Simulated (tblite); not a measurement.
Compound: 1-chloro-2,2-difluoroethylene, C₂HClF₂.
SMILES: `FC(F)=CCl`

Level: GFN2-xTB in tblite, geometry and Hessian alike; calculated harmonic values, unscaled, isolated species. Errors from tens to a few hundred cm⁻¹ against measured bands are possible.

Harmonic wavenumbers (cm⁻¹): 161.4, 230.6, 388.5, 484.4, 509.5, 760.7, 799.9, 935.5, 1126.2, 1226.1, 1736.5, 3104.2.

A = 10607, B = 2267, C = 1868 MHz; mass 97.973 u (most abundant isotopes); point group Cs, symmetry number 1.

Problem. What is the zero-point energy?

Solution. ½Σν̃ = 5732 cm⁻¹ = 16.39 kcal/mol.

Problem. What is S at 350 K and 1 bar for an ideal gas of classical rigid rotors and harmonic oscillators?

Solution. Translation 40.48, rotation 26.85, vibration 9.14: S = 76.5 cal/(mol K).

Problem. And Cp and H(350 K) − H(0)?

Solution. Cp = 19.45 cal/(mol K), of which vibrations give 11.50 (their classical limit is 12 R = 23.8); H(350 K) − H(0) = 4.70 kcal/mol without the zero-point energy, 1.92 from vibrations.

Problem. What must be added to the electronic energy to get the Gibbs energy at 350 K and 1 bar?

Solution. ZPE + [H(350 K) − H(0)] − T·S = 16.39 + 4.70 − 26.76 = -5.67 kcal/mol.

Problem. How do the functions run with temperature in this model?

Solution. 
```tsv
T (K)	S (cal/(mol K))	Cp (cal/(mol K))	H − H(0) (kcal/mol)	G − H(0) (kcal/mol)	ln q(vib)
100	58.5	10.5	0.88	-4.97	0.15
200	67.0	14.5	2.13	-11.27	0.72
300	73.6	18.0	3.76	-18.31	1.45
500	84.0	22.8	7.88	-34.12	3.03
800	95.6	26.4	15.33	-61.15	5.28
1000	101.6	27.8	20.76	-80.89	6.63
```

q(vib) and H(0) count from the zero-point level.

Problem. Which modes carry the vibrational entropy at 350 K?

Solution. 161.4 cm⁻¹: 2.84; 230.6 cm⁻¹: 2.17; 388.5 cm⁻¹: 1.26; 484.4 cm⁻¹: 0.92; 509.5 cm⁻¹: 0.85; 760.7 cm⁻¹: 0.37 cal/(mol K); the other 6 give 0.74 together.

Hindered rotation and anharmonicity are outside this model.
